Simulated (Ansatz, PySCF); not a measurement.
This PySCF input computes a r2SCAN/def2-TZVPD energy:

```python
from pyscf import gto, scf, dft

mol = gto.M(
    atom='''
    Al   -0.00000000    0.00000000   -0.00000000
    Cl   -0.00589674    2.07624780    0.02827792
    Cl    1.80113704   -1.03281539   -0.02893206
    Cl   -1.79524030   -1.04343241    0.00065414
    ''',
    basis='def2-tzvpd',
    charge=0,
    spin=0,
    verbose=4,
)

mf = dft.RKS(mol, xc='r2scan').density_fit(auxbasis='def2-universal-jkfit')
mf.grids.level = 4
mf.conv_tol = 1e-9
mf.max_cycle = 100
mf.max_memory = 1500
mf.kernel()
if not mf.converged:
    mf = mf.newton()
    mf.kernel(mf.make_rdm1())
mf.analyze()
```

Problem. Write an input for the same energy in Ansatz (a quantum-chemistry and plane-wave program) and say what it gives.

Solution. 
Ansatz 0.2 input:
```yaml
crystal:
  periodic: [false, false, false]
  atoms:
    - {symbol: Al, position_ang: [-0.00000000, 0.00000000, -0.00000000]}
    - {symbol: Cl, position_ang: [-0.00589674, 2.07624780, 0.02827792]}
    - {symbol: Cl, position_ang: [1.80113704, -1.03281539, -0.02893206]}
    - {symbol: Cl, position_ang: [-1.79524030, -1.04343241, 0.00065414]}
basis:
  gaussian:
    orbitals: def2-TZVPD
hamiltonian:
  xc: {name: r2SCAN}
output: {forces: true}
```
It gives -1623.18333 Eh, and PySCF -1623.18330 Eh, a difference of 0.03 mEh, from the treatment of integrals and grids.
